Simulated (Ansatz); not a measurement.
Input for Ansatz (development build ahead of 0.2.0):

```yaml
crystal:
  periodic: [false, false, false]
  atoms:
    - { symbol: Mg, position_ang: [0.0, 0.0, 0.0] }
    - { symbol: B, position_ang: [0.0, 5.4338, 0.0] }
    - { symbol: F, position_ang: [0.0, -4.7817, 0.0] }
basis:
  gaussian: { orbitals: pcseg-2 }
magnetization:
  initial_magnetization: 2
hamiltonian:
  xc: pbe0
```

The input is written out in the form of the current development build from the run's settings.

The run gave:

```json
{"Converged": "yes", "Total energy": "-324.26849 hartree", "Spin squared of the determinant": "2.000", "Stability test": "minimum among restricted orbitals"}
```

Caution: charge can spread falsely over distant fragments; other spin multiplicities may lie lower.
